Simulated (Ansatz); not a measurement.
Geometry optimisation, RKS r2SCAN-D4/6-31G* (Ansatz).

Input file:

```yaml
crystal:
  periodic: [false, false, false]
  atoms:
    - { symbol: B, position_ang: [-0.329393, 0.014912, -0.90235] }
    - { symbol: C, position_ang: [1.206215, -0.088459, 1.445618] }
    - { symbol: H, position_ang: [0.361108, -0.760859, 1.62249] }
    - { symbol: H, position_ang: [1.98939, -0.307383, 2.178487] }
    - { symbol: H, position_ang: [0.881317, 0.949167, 1.562572] }
    - { symbol: H, position_ang: [1.627092, -0.251375, 0.439449] }
    - { symbol: H, position_ang: [-1.137229, 0.443997, -0.050965] }
basis:
  gaussian: { orbitals: "6-31G*" }
hamiltonian:
  xc: r2scan
  dispersion: d4
relax:
  f_tol: 0.03
  max_steps: 50
```

Run as:

```bash
$ ansatz run input.yaml --threads 1 --pin off --max-ram 2048MiB --backend cpu --events-out ev --progress --plain --runs-dir out
```

Problem. Where does it end, and by what steps?

Solution. It converged. After 7 steps the energy has fallen by 0.048 eV; H6 moved furthest, 0.46 Å.

```
step  energy less start (eV)  largest force component (eV/Å)  accepted
   0                  0.0000                           0.196       yes
   1                 -0.0229                           0.246       yes
   2                 -0.0365                           0.186       yes
   3                 -0.0331                           0.604        no
   4                 -0.0429                           0.088       yes
   5                 -0.0456                           0.172       yes
   6                 -0.0464                           0.143       yes
   7                 -0.0480                           0.015       yes
```

```xyz
7
Properties=species:S:1:pos:R:3
B -0.146 0.040 -1.007
C 1.152 -0.082 1.518
H 0.415 -0.762 1.952
H 2.156 -0.334 1.871
H 0.907 0.951 1.777
H 1.168 -0.201 0.409
H -1.053 0.389 -0.223
```

Whether the end is a true minimum wasn't checked by a vibrational analysis.

Run time: 9.8 s on 1 thread of Arm Neoverse V2, on a shared host, peak memory 0.11 GiB.
